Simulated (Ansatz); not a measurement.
C2H2FNO2, SMILES `OC1(O)N=C1F`. Charge 0, multiplicity 1.

| atom | x (Å) | y (Å) | z (Å) |
| --- | --- | --- | --- |
| O1 | 0.8188 | -1.0858 | 0.3762 |
| C2 | -0.0097 | -0.0071 | 0.2200 |
| O3 | -0.3939 | 0.4653 | 1.4255 |
| N4 | -1.0296 | -0.0592 | -0.9272 |
| C5 | -0.1138 | 0.7882 | -0.9436 |
| F6 | 0.2767 | 1.7472 | -1.7381 |
| H7 | 0.8559 | -1.5714 | -0.4538 |
| H8 | -0.4044 | -0.2771 | 2.0411 |

Problem. What are the harmonic wavenumbers in cm⁻¹ at PBE0-D4/def2-TZVP (Ansatz, finite differences of forces, unscaled)? (Best estimate.)

Solution. Computed: 199, 273, 309, 321, 432, 494, 621, 651, 711, 797, 1060, 1180, 1300, 1362, 1621, 1877, 3823, 3856.

Problem. Is this a minimum?

Solution. Yes, all 18 modes are real.

Problem. Give the ideal-gas thermochemistry at 298.15 K and 1 bar (rigid rotor, harmonic oscillator; point group C1, symmetry number 1).

Solution. Zero-point energy 124.9 kJ/mol; H(298) − E = 142.4 kJ/mol; entropy 314.2 J/(mol·K), of which translation 165.1, rotation 109.8, vibration 39.2; G(298) − E = 48.7 kJ/mol.

Problem. And at 400, 500, 600, 800 and 1000 K?

Solution. 
```tsv
T (K)	H − E (kJ/mol)	S (J/mol/K)	G − E (kJ/mol)
400	152.5	343.2	15.2
500	163.8	368.4	-20.4
600	176.2	391.0	-58.4
800	203.4	429.9	-140.6
1000	232.7	462.6	-229.9
```
